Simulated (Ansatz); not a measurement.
## 1,2-elimination

Start structure (AlNH3Cl, singlet), relaxed at PBE0-D4/def2-TZVP:

```json
{"atom": "Al1", "x (Å)": "0.6989", "y (Å)": "0.2142", "z (Å)": "0.2546"}
{"atom": "H2", "x (Å)": "2.1075", "y (Å)": "-0.2581", "z (Å)": "-0.2533"}
{"atom": "N3", "x (Å)": "-0.7918", "y (Å)": "-0.3875", "z (Å)": "-0.4520"}
{"atom": "H4", "x (Å)": "-0.8345", "y (Å)": "-1.0541", "z (Å)": "-1.2056"}
{"atom": "Cl5", "x (Å)": "0.5378", "y (Å)": "1.6028", "z (Å)": "1.8197"}
{"atom": "H6", "x (Å)": "-1.7179", "y (Å)": "-0.1172", "z (Å)": "-0.1634"}
```

The step: AlNH₃Cl ([NH2][AlH][Cl]) → AlNHCl ([NH][Al][Cl]) + H₂; bonds formed: H2–H4; bonds broken: Al1–H2, N3–H4. Program: Ansatz 0.2.0. Basis: def2-TZVPP and def2-QZVPP. Cores are frozen in the correlated methods. Extrapolation: Hartree–Fock as exp(−7.88 √X), correlation as X^−2.97. Energies below are by CCSD(T) at an estimated basis limit (MP2 extrapolated from triple and quadruple zeta, plus CCSD(T) − MP2 in triple zeta).

Problem. What are the electronic barrier and the energy of the step, from the start structure to the end structure? (An estimate is asked for; the value comes from the calculation.)

Solution. The calculation gives: Barrier 74.81 kcal/mol; step energy 71.87 kcal/mol (uphill); reverse barrier, their difference, 2.94 kcal/mol. Barrier and step energy count from the start structure, the reverse barrier from the end structure.

The saddle point: One imaginary mode of 472i cm⁻¹.
```csv
pair,start (Å),saddle (Å),end (Å)
H2–H4,3.19,0.84,0.77
Al1–H2,1.57,1.88,2.10
N3–H4,1.01,1.72,2.18
```

Zero-point energy (harmonic, PBE0-D4): ZPE is 21.44 kcal/mol at the start and 18.52 kcal/mol at the saddle, so the barrier goes from 74.81 to 71.89 kcal/mol.

First-order rate constant out of the start structure at 898 K by transition-state theory, with harmonic vibrational free energies alone and no tunnelling: ΔA‡ = 72.19 kcal/mol, so k = (kB T/h) exp(−ΔA‡/kB T) ≈ 10^-4 s⁻¹ (an order of magnitude at best: rotation, the number of equivalent paths and anharmonicity are left out).

The T1 diagnostic stays at or below 0.019.

Labels in which every atom is bracketed show which atoms are joined, not bond orders.

For scale, one of the runs: CCSD(T)/def2-TZVPP, 157 basis functions, launched by `ansatz run in.yaml --threads 2 --pin off --events-out ev --progress --plain --max-ram 4352MiB`. Hardware: 2 CPU threads, shared host. Wall time 15 s; peak host memory 1 GiB.
